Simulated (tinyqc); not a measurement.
Worked calculation (part 1 of 2): ROHF in the sto-3g basis, for LiH, spin multiplicity 3. Computed by tinyqc, a small Python program that keeps every step (integrals from PySCF). Settings: charge = 0, multiplicity = 3, basis = sto-3g, energy threshold = 1e-09, iteration cap = 80, orthogonalisation = symmetric, start = highest core orbitals, DIIS depth = 0, method = ROHF. Command: `OMP_NUM_THREADS=1 python tinyqc.py 29074 29075 out.jsonl` (the two numbers bound the seeds that draw the settings). One thread of a shared host (Intel(R) Xeon(R) Processor @ 2.60GHz), about 0.08 s of CPU time with the checks. Later iterations appear only in the table of the cycle.

## One-electron integrals

Geometry (angstrom):
```
atom         x         y         z
Li    0.000000  0.000000  0.000000
H     0.000000  0.000000  1.895000
```

Basis sto-3g: exponents (1/bohr^2) and contraction coefficients of normalised primitives:
```
element  l (shell)   exponent  coefficient
Li           s (1)  16.119575     0.154329
Li           s (1)   2.936201     0.535328
Li           s (1)   0.794651     0.444635
Li           s (2)   0.636290    -0.099967
Li           s (2)   0.147860     0.399513
Li           s (2)   0.048089     0.700115
Li           p (3)   0.636290     0.155916
Li           p (3)   0.147860     0.607684
Li           p (3)   0.048089     0.391957
H            s (1)   3.425251     0.154329
H            s (1)   0.623914     0.535328
H            s (1)   0.168855     0.444635
```

Overlap, kinetic and nuclear-attraction integrals over the contracted functions; the nuclear repulsion is the sum of Za Zb / Rab.

nuclear repulsion = 0.83774756 hartree

overlap S, lower triangle:
```
           1Li 1s    1Li 2s   1Li 2px   1Li 2py   1Li 2pz     2H 1s
1Li 1s   1.000000
1Li 2s   0.241137  1.000000
1Li 2px  0.000000  0.000000  1.000000
1Li 2py  0.000000  0.000000  0.000000  1.000000
1Li 2pz  0.000000  0.000000  0.000000  0.000000  1.000000
2H 1s    0.035034  0.323089  0.000000  0.000000  0.447912  1.000000
```

kinetic energy T (hartree), lower triangle:
```
            1Li 1s    1Li 2s   1Li 2px   1Li 2py   1Li 2pz     2H 1s
1Li 1s    3.576786
1Li 2s   -0.020237  0.102163
1Li 2px   0.000000  0.000000  0.319682
1Li 2py   0.000000  0.000000  0.000000  0.319682
1Li 2pz   0.000000  0.000000  0.000000  0.000000  0.319682
2H 1s    -0.010628  0.024564  0.000000  0.000000  0.086050  0.760032
```

nuclear attraction V (hartree), lower triangle:
```
            1Li 1s     1Li 2s    1Li 2px    1Li 2py    1Li 2pz      2H 1s
1Li 1s   -8.262131
1Li 2s   -1.031680  -1.466879
1Li 2px   0.000000   0.000000  -1.429673
1Li 2py   0.000000   0.000000   0.000000  -1.429673
1Li 2pz  -0.011482  -0.105082   0.000000   0.000000  -1.512517
2H 1s    -0.146666  -0.550632   0.000000   0.000000  -0.772158  -2.063821
```

core Hamiltonian H = T + V (hartree), lower triangle:
```
            1Li 1s     1Li 2s    1Li 2px    1Li 2py    1Li 2pz      2H 1s
1Li 1s   -4.685344
1Li 2s   -1.051918  -1.364715
1Li 2px   0.000000   0.000000  -1.109992
1Li 2py   0.000000   0.000000   0.000000  -1.109992
1Li 2pz  -0.011482  -0.105082   0.000000   0.000000  -1.192835
2H 1s    -0.157294  -0.526068   0.000000   0.000000  -0.686108  -1.303789
```

## Two-electron integrals

Functions are numbered as in S; the eight-fold symmetry (ij|kl) = (ji|kl) = (kl|ij) leaves the list below.

Two-electron integrals (ij|kl) in chemists' order, unique and non-zero (hartree):
```
(11|11) 1.680395   (21|11) 0.265420   (21|21) 0.049941   (22|11) 0.397727
(22|21) 0.092860   (22|22) 0.290562   (31|31) 0.008981   (32|31) 0.013788
(32|32) 0.064184   (33|11) 0.396640   (33|21) 0.092880   (33|22) 0.290497
(33|33) 0.312946   (41|41) 0.008981   (42|41) 0.013788   (42|42) 0.064184
(43|43) 0.016869   (44|11) 0.396640   (44|21) 0.092880   (44|22) 0.290497
(44|33) 0.279207   (44|44) 0.312946   (51|51) 0.008981   (52|51) 0.013788
(52|52) 0.064184   (53|53) 0.016869   (54|54) 0.016869   (55|11) 0.396640
(55|21) 0.092880   (55|22) 0.290497   (55|33) 0.279207   (55|44) 0.279207
(55|55) 0.312946   (61|11) 0.037160   (61|21) 0.007041   (61|22) 0.013390
(61|33) 0.013234   (61|44) 0.013234   (61|51) 0.000860   (61|52) 0.001678
(61|55) 0.013708   (61|61) 0.001090   (62|11) 0.109203   (62|21) 0.025909
(62|22) 0.088597   (62|33) 0.083711   (62|44) 0.083711   (62|51) 0.004124
(62|52) 0.027240   (62|55) 0.098285   (62|61) 0.004395   (62|62) 0.048365
(63|31) 0.001828   (63|32) 0.009110   (63|53) 0.003943   (63|63) 0.003020
(64|41) 0.001828   (64|42) 0.009110   (64|54) 0.003943   (64|64) 0.003020
(65|11) 0.142079   (65|21) 0.033996   (65|22) 0.120125   (65|33) 0.111874
(65|44) 0.111874   (65|51) 0.006360   (65|52) 0.041870   (65|55) 0.136503
(65|61) 0.005944   (65|62) 0.071124   (65|65) 0.105617   (66|11) 0.278968
(66|21) 0.067169   (66|22) 0.253786   (66|33) 0.231627   (66|44) 0.231627
(66|51) 0.011257   (66|52) 0.094794   (66|55) 0.297962   (66|61) 0.011702
(66|62) 0.177268   (66|65) 0.269421   (66|66) 0.774606
```

## Orthogonalisation

S = U s U^T; symmetric (Loewdin) form X = U s^(-1/2) U^T, so that X^T S X = 1.

eigenvalues of S: 0.436064  0.802017  1.000000  1.000000  1.179353  1.582565

X, lower triangle:
```
            1Li 1s     1Li 2s   1Li 2px   1Li 2py    1Li 2pz     2H 1s
1Li 1s    1.023407
1Li 2s   -0.130490   1.076051
1Li 2px   0.000000   0.000000  1.000000
1Li 2py   0.000000   0.000000  0.000000  1.000000
1Li 2pz  -0.007190   0.072203  0.000000  0.000000   1.097867
2H 1s     0.016899  -0.206496  0.000000  0.000000  -0.280908  1.149386
```

## Starting guess

The start is the highest orbitals of the core Hamiltonian (a deliberately bad start); D(s) = C_occ C_occ^T for each spin.

D(alpha) at the start, lower triangle:
```
            1Li 1s     1Li 2s    1Li 2px   1Li 2py    1Li 2pz     2H 1s
1Li 1s    0.041492
1Li 2s   -0.207807   1.054116
1Li 2px   0.000000   0.000000   0.001558
1Li 2py   0.000000   0.000000  -0.039442  0.998442
1Li 2pz   0.014657   0.048795   0.000000  0.000000   1.123248
2H 1s     0.122572  -0.714543   0.000000  0.000000  -0.877713  1.120772
```

D(beta) at the start, lower triangle:
```
            1Li 1s     1Li 2s   1Li 2px   1Li 2py    1Li 2pz     2H 1s
1Li 1s    0.003320
1Li 2s   -0.023013   0.159533
1Li 2px   0.000000   0.000000  0.000000
1Li 2py   0.000000   0.000000  0.000000  0.000000
1Li 2pz  -0.057263   0.396961  0.000000  0.000000   0.987744
2H 1s     0.057944  -0.401677  0.000000  0.000000  -0.999478  1.011352
```

## Iteration 1: building the Fock matrix

J_ij = sum D_kl (ij|kl) with D = D(alpha) + D(beta), K_ij = sum D_kl (ik|jl) for each spin; F = H + J - K(s); E = tr D H + tr D J / 2 - 0.5 sum_s tr D(s) K(s) + E_nn.

Coulomb J (hartree), lower triangle:
```
           1Li 1s    1Li 2s    1Li 2px   1Li 2py   1Li 2pz     2H 1s
1Li 1s   1.500418
1Li 2s   0.350772  1.128484
1Li 2px  0.000000  0.000000   1.087860
1Li 2py  0.000000  0.000000  -0.001331  1.121493
1Li 2pz  0.002752  0.040756   0.000000  0.000000  1.175631
2H 1s    0.051476  0.420127   0.000000  0.000000  0.594554  1.482205
```

exchange K(alpha) (hartree), lower triangle:
```
            1Li 1s     1Li 2s    1Li 2px   1Li 2py   1Li 2pz     2H 1s
1Li 1s    0.029885
1Li 2s    0.031147   0.292169
1Li 2px   0.000000   0.000000   0.082470
1Li 2py   0.000000   0.000000  -0.011678  0.377624
1Li 2pz  -0.007772  -0.125058   0.000000  0.000000  0.251160
2H 1s    -0.001167  -0.004708   0.000000  0.000000  0.023233  0.322717
```

exchange K(beta) (hartree), lower triangle:
```
            1Li 1s    1Li 2s   1Li 2px   1Li 2py    1Li 2pz     2H 1s
1Li 1s    0.008234
1Li 2s    0.008609  0.031933
1Li 2px   0.000000  0.000000  0.014362
1Li 2py   0.000000  0.000000  0.000000  0.014362
1Li 2pz  -0.000977  0.009552  0.000000  0.000000   0.119798
2H 1s    -0.003064  0.007294  0.000000  0.000000  -0.003006  0.271413
```

F(alpha) (hartree), lower triangle:
```
            1Li 1s     1Li 2s    1Li 2px    1Li 2py    1Li 2pz      2H 1s
1Li 1s   -3.214811
1Li 2s   -0.732293  -0.528401
1Li 2px   0.000000   0.000000  -0.104602
1Li 2py   0.000000   0.000000   0.010347  -0.366123
1Li 2pz  -0.000957   0.060731   0.000000   0.000000  -0.268364
2H 1s    -0.104651  -0.101233   0.000000   0.000000  -0.114787  -0.144301
```

F(beta) (hartree), lower triangle:
```
            1Li 1s     1Li 2s    1Li 2px    1Li 2py    1Li 2pz      2H 1s
1Li 1s   -3.193160
1Li 2s   -0.709755  -0.268164
1Li 2px   0.000000   0.000000  -0.036494
1Li 2py   0.000000   0.000000  -0.001331  -0.002861
1Li 2pz  -0.007752  -0.073879   0.000000   0.000000  -0.137002
2H 1s    -0.102754  -0.113235   0.000000   0.000000  -0.088547  -0.092997
```

total energy of this density = -1.72665976 hartree

## Iteration 1: Roothaan effective Fock matrix

With projectors Pc = D(beta) S, Po = (D(alpha) - D(beta)) S, Pv = 1 - D(alpha) S, the block xy is Px^T F Py; with Fc = (F(alpha) + F(beta))/2, the blocks are Fc for cc, oo, vv and cv, F(beta) for co and F(alpha) for ov.

effective F (hartree), lower triangle:
```
            1Li 1s     1Li 2s    1Li 2px    1Li 2py    1Li 2pz      2H 1s
1Li 1s   -3.204231
1Li 2s   -0.725810  -0.411647
1Li 2px   0.000000   0.000000  -0.070548
1Li 2py   0.000000   0.000000   0.004508  -0.184492
1Li 2pz  -0.001660  -0.013842   0.000000   0.000000  -0.187525
2H 1s    -0.102648  -0.109021   0.000000   0.000000  -0.096527  -0.116933
```

## Iteration 1: diagonalisation and new density

Diagonalise F' = X^T F X, C = X C', fill 3 alpha and 1 beta electrons from the bottom; D(s) = C_occ C_occ^T. Each column has its largest component positive (the first on a tie).

F' = X^T F X (hartree), lower triangle:
```
           1          2          3          4          5          6
1  -3.172235
2  -0.308585  -0.289661
3   0.000000   0.000000  -0.070548
4   0.000000   0.000000   0.004508  -0.184492
5  -0.001290  -0.005863   0.000000   0.000000  -0.175433
6  -0.017010  -0.035679   0.000000   0.000000  -0.039923  -0.074174
```

orbital energies (hartree): MO1 -3.205037, MO2 -0.264941, MO3 -0.185819, MO4 -0.184670, MO5 -0.070370, MO6 -0.055706

coefficients C:
```
               MO1        MO2        MO3        MO4       MO5        MO6
1Li 1s    1.004051  -0.228960   0.044028   0.000000  0.000000   0.047396
1Li 2s   -0.017725   1.017707  -0.210583   0.000000  0.000000  -0.377332
1Li 2px   0.000000   0.000000   0.000000  -0.039473  0.999221   0.000000
1Li 2py   0.000000   0.000000   0.000000   0.999221  0.039473   0.000000
1Li 2pz  -0.000617   0.180005   0.939935   0.000000  0.000000  -0.611234
2H 1s     0.002453  -0.010316   0.093137   0.000000  0.000000   1.197555
```

D(alpha) after iteration 1, lower triangle:
```
            1Li 1s     1Li 2s   1Li 2px   1Li 2py   1Li 2pz     2H 1s
1Li 1s    1.062480
1Li 2s   -0.260082   1.080387
1Li 2px   0.000000   0.000000  0.000000
1Li 2py   0.000000   0.000000  0.000000  0.000000
1Li 2pz  -0.000451  -0.014731  0.000000  0.000000  0.915879
2H 1s     0.008925  -0.030155  0.000000  0.000000  0.085684  0.008787
```

D(beta) after iteration 1, lower triangle:
```
            1Li 1s     1Li 2s   1Li 2px   1Li 2py    1Li 2pz     2H 1s
1Li 1s    1.008119
1Li 2s   -0.017797   0.000314
1Li 2px   0.000000   0.000000  0.000000
1Li 2py   0.000000   0.000000  0.000000  0.000000
1Li 2pz  -0.000620   0.000011  0.000000  0.000000   0.000000
2H 1s     0.002462  -0.000043  0.000000  0.000000  -0.000002  0.000006
```

## Iteration 2: building the Fock matrix

As before.

Coulomb J (hartree), lower triangle:
```
           1Li 1s    1Li 2s   1Li 2px   1Li 2py   1Li 2pz     2H 1s
1Li 1s   4.146065
1Li 2s   0.712257  1.369767
1Li 2px  0.000000  0.000000  1.355777
1Li 2py  0.000000  0.000000  0.000000  1.355777
1Li 2pz  0.000534  0.004482  0.000000  0.000000  1.390611
2H 1s    0.100885  0.407596  0.000000  0.000000  0.545196  1.127189
```

exchange K(alpha) (hartree), lower triangle:
```
           1Li 1s    1Li 2s   1Li 2px   1Li 2py   1Li 2pz     2H 1s
1Li 1s   1.709902
1Li 2s   0.278915  0.377676
1Li 2px  0.000000  0.000000  0.087350
1Li 2py  0.000000  0.000000  0.000000  0.087350
1Li 2pz  0.000218  0.003257  0.000000  0.000000  0.380243
2H 1s    0.044358  0.136442  0.000000  0.000000  0.183879  0.188251
```

exchange K(beta) (hartree), lower triangle:
```
           1Li 1s    1Li 2s   1Li 2px   1Li 2py   1Li 2pz     2H 1s
1Li 1s   1.684790
1Li 2s   0.259922  0.047253
1Li 2px  0.000000  0.000000  0.008592
1Li 2py  0.000000  0.000000  0.000000  0.008592
1Li 2pz  0.000100  0.000025  0.000000  0.000000  0.008612
2H 1s    0.035999  0.006570  0.000000  0.000000  0.000797  0.000998
```

F(alpha) (hartree), lower triangle:
```
            1Li 1s     1Li 2s   1Li 2px   1Li 2py    1Li 2pz      2H 1s
1Li 1s   -2.249181
1Li 2s   -0.618575  -0.372624
1Li 2px   0.000000   0.000000  0.158435
1Li 2py   0.000000   0.000000  0.000000  0.158435
1Li 2pz  -0.011165  -0.103857  0.000000  0.000000  -0.182467
2H 1s    -0.100766  -0.254914  0.000000  0.000000  -0.324791  -0.364851
```

F(beta) (hartree), lower triangle:
```
            1Li 1s     1Li 2s   1Li 2px   1Li 2py    1Li 2pz      2H 1s
1Li 1s   -2.224069
1Li 2s   -0.599583  -0.042201
1Li 2px   0.000000   0.000000  0.237193
1Li 2py   0.000000   0.000000  0.000000  0.237193
1Li 2pz  -0.011047  -0.100625  0.000000  0.000000   0.189165
2H 1s    -0.092408  -0.125042  0.000000  0.000000  -0.141709  -0.177598
```

total energy of this density = -7.50376728 hartree

## Iteration 2: Roothaan effective Fock matrix

As before.

effective F (hartree), lower triangle:
```
            1Li 1s     1Li 2s   1Li 2px   1Li 2py    1Li 2pz      2H 1s
1Li 1s   -2.236492
1Li 2s   -0.605110  -0.206217
1Li 2px   0.000000   0.000000  0.197814
1Li 2py   0.000000   0.000000  0.000000  0.197814
1Li 2pz  -0.010823  -0.101111  0.000000  0.000000   0.003063
2H 1s    -0.095392  -0.200651  0.000000  0.000000  -0.231457  -0.276513
```

## Iteration 2: diagonalisation and new density

As before.

F' = X^T F X (hartree), lower triangle:
```
           1          2         3         4          5          6
1  -2.186777
2  -0.336471  -0.043278
3   0.000000   0.000000  0.197814
4   0.000000   0.000000  0.000000  0.197814
5  -0.008142  -0.024782  0.000000  0.000000   0.115968
6   0.000437  -0.154044  0.000000  0.000000  -0.222590  -0.140890
```

orbital energies (hartree): MO1 -2.238692, MO2 -0.330846, MO3 0.055226, MO4 0.197814, MO5 0.197814, MO6 0.259335

coefficients C:
```
               MO1        MO2        MO3        MO4       MO5        MO6
1Li 1s    0.991645  -0.113767  -0.246987   0.000000  0.000000  -0.086145
1Li 2s    0.033015   0.289995   0.968847   0.000000  0.000000   0.446000
1Li 2px   0.000000   0.000000   0.000000  -0.149308  0.988791   0.000000
1Li 2py   0.000000   0.000000   0.000000   0.988791  0.149308   0.000000
1Li 2pz   0.007346   0.267321  -0.340648   0.000000  0.000000   1.049729
2H 1s    -0.003109   0.734631  -0.302578   0.000000  0.000000  -0.900932
```

D(alpha) after iteration 2, lower triangle:
```
            1Li 1s     1Li 2s   1Li 2px   1Li 2py   1Li 2pz     2H 1s
1Li 1s    1.057306
1Li 2s   -0.239546   1.023851
1Li 2px   0.000000   0.000000  0.000000
1Li 2py   0.000000   0.000000  0.000000  0.000000
1Li 2pz   0.061008  -0.252271  0.000000  0.000000  0.187555
2H 1s    -0.011927  -0.080216  0.000000  0.000000  0.299432  0.631246
```

D(beta) after iteration 2, lower triangle:
```
            1Li 1s     1Li 2s   1Li 2px   1Li 2py    1Li 2pz     2H 1s
1Li 1s    0.983360
1Li 2s    0.032739   0.001090
1Li 2px   0.000000   0.000000  0.000000
1Li 2py   0.000000   0.000000  0.000000  0.000000
1Li 2pz   0.007285   0.000243  0.000000  0.000000   0.000054
2H 1s    -0.003083  -0.000103  0.000000  0.000000  -0.000023  0.000010
```

Within a degenerate level the vectors are fixed only up to a rotation; this is one choice.

## Iteration 3: building the Fock matrix

As before.

Coulomb J (hartree), lower triangle:
```
           1Li 1s    1Li 2s   1Li 2px   1Li 2py   1Li 2pz     2H 1s
1Li 1s   4.043925
1Li 2s   0.691964  1.343031
1Li 2px  0.000000  0.000000  1.320480
1Li 2py  0.000000  0.000000  0.000000  1.320480
1Li 2pz  0.004503  0.050016  0.000000  0.000000  1.381077
2H 1s    0.098694  0.454800  0.000000  0.000000  0.626084  1.432750
```

exchange K(alpha) (hartree), lower triangle:
```
           1Li 1s     1Li 2s   1Li 2px   1Li 2py   1Li 2pz     2H 1s
1Li 1s   1.701535
1Li 2s   0.271027   0.349857
1Li 2px  0.000000   0.000000  0.074532
1Li 2py  0.000000   0.000000  0.000000  0.074532
1Li 2pz  0.003032  -0.008380  0.000000  0.000000  0.268848
2H 1s    0.041724   0.198084  0.000000  0.000000  0.296279  0.654809
```

exchange K(beta) (hartree), lower triangle:
```
           1Li 1s    1Li 2s   1Li 2px   1Li 2py   1Li 2pz     2H 1s
1Li 1s   1.669637
1Li 2s   0.275399  0.055332
1Li 2px  0.000000  0.000000  0.009792
1Li 2py  0.000000  0.000000  0.000000  0.009792
1Li 2pz  0.002536  0.000728  0.000000  0.000000  0.009769
2H 1s    0.040555  0.008351  0.000000  0.000000  0.001176  0.001426
```

F(alpha) (hartree), lower triangle:
```
            1Li 1s     1Li 2s   1Li 2px   1Li 2py    1Li 2pz      2H 1s
1Li 1s   -2.342954
1Li 2s   -0.630981  -0.371541
1Li 2px   0.000000   0.000000  0.135957
1Li 2py   0.000000   0.000000  0.000000  0.135957
1Li 2pz  -0.010010  -0.046686  0.000000  0.000000  -0.080607
2H 1s    -0.100324  -0.269352  0.000000  0.000000  -0.356303  -0.525848
```

F(beta) (hartree), lower triangle:
```
            1Li 1s     1Li 2s   1Li 2px   1Li 2py    1Li 2pz     2H 1s
1Li 1s   -2.311056
1Li 2s   -0.635353  -0.077017
1Li 2px   0.000000   0.000000  0.200697
1Li 2py   0.000000   0.000000  0.000000  0.200697
1Li 2pz  -0.009514  -0.055794  0.000000  0.000000   0.178473
2H 1s    -0.099155  -0.079619  0.000000  0.000000  -0.061200  0.127535
```

total energy of this density = -7.76402936 hartree

## Iteration 3: Roothaan effective Fock matrix

As before.

effective F (hartree), lower triangle:
```
            1Li 1s     1Li 2s   1Li 2px   1Li 2py    1Li 2pz      2H 1s
1Li 1s   -2.326905
1Li 2s   -0.635143  -0.215955
1Li 2px   0.000000   0.000000  0.168327
1Li 2py   0.000000   0.000000  0.000000  0.168327
1Li 2pz  -0.008591  -0.021982  0.000000  0.000000   0.112748
2H 1s    -0.097959  -0.173825  0.000000  0.000000  -0.174807  -0.242095
```

## Iteration 3: diagonalisation and new density

As before.

F' = X^T F X (hartree), lower triangle:
```
           1          2         3         4          5          6
1  -2.273707
2  -0.356071  -0.047115
3   0.000000   0.000000  0.168327
4   0.000000   0.000000  0.000000  0.168327
5  -0.016611   0.056556  0.000000  0.000000   0.227333
6   0.000415  -0.145739  0.000000  0.000000  -0.207181  -0.127253
```

orbital energies (hartree): MO1 -2.329522, MO2 -0.267018, MO3 0.014545, MO4 0.168327, MO5 0.168327, MO6 0.361253

coefficients C:
```
               MO1        MO2        MO3        MO4       MO5        MO6
1Li 1s    0.990988  -0.108586  -0.244903   0.000000  0.000000  -0.104410
1Li 2s    0.035669   0.261508   0.949824   0.000000  0.000000   0.500942
1Li 2px   0.000000   0.000000   0.000000  -0.327600  0.944817   0.000000
1Li 2py   0.000000   0.000000   0.000000   0.944817  0.327600   0.000000
1Li 2pz   0.005357   0.132903  -0.371125   0.000000  0.000000   1.064923
2H 1s    -0.004359   0.827005  -0.304545   0.000000  0.000000  -0.816223
```

D(alpha) after iteration 3, lower triangle:
```
            1Li 1s     1Li 2s   1Li 2px   1Li 2py   1Li 2pz     2H 1s
1Li 1s    1.053825
1Li 2s   -0.225663   0.971824
1Li 2px   0.000000   0.000000  0.000000
1Li 2py   0.000000   0.000000  0.000000  0.000000
1Li 2pz   0.081767  -0.317557  0.000000  0.000000  0.155426
2H 1s    -0.019537  -0.073151  0.000000  0.000000  0.222912  0.776704
```

D(beta) after iteration 3, lower triangle:
```
            1Li 1s     1Li 2s   1Li 2px   1Li 2py    1Li 2pz     2H 1s
1Li 1s    0.982057
1Li 2s    0.035348   0.001272
1Li 2px   0.000000   0.000000  0.000000
1Li 2py   0.000000   0.000000  0.000000  0.000000
1Li 2pz   0.005309   0.000191  0.000000  0.000000   0.000029
2H 1s    -0.004320  -0.000155  0.000000  0.000000  -0.000023  0.000019
```

Within a degenerate level the vectors are fixed only up to a rotation; this is one choice.
